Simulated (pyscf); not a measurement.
Structures and frequencies: ωB97X-D3(BJ)/def2-SVP in PySCF. MP2 and CC: frozen core, UHF for open shells. ΔMP2 is the change of the MP2 total energy from the triple- to the quadruple-zeta basis.

Q: What is the homolytic dissociation enthalpy (298 K, CCSD(T)/def2-TZVPP + ΔMP2(QZVPP)) of the C–O bond of :HC–O–CH=O [singlet], to •HC=O + •HC=O?

A: C–O to •HC=O + •HC=O: 62.5 kJ/mol. The radicals are drawn with the spin at the cut bond; how far it spreads was not checked. :HC–O–CH=O [singlet] lies 231.2 kJ/mol over its isomer O=CH–CH=O (electronic energy, ωB97M-D3(BJ)/def2-TZVP). The CCSD(T) − MP2 part came from Ansatz, without density fitting, on the same reference.
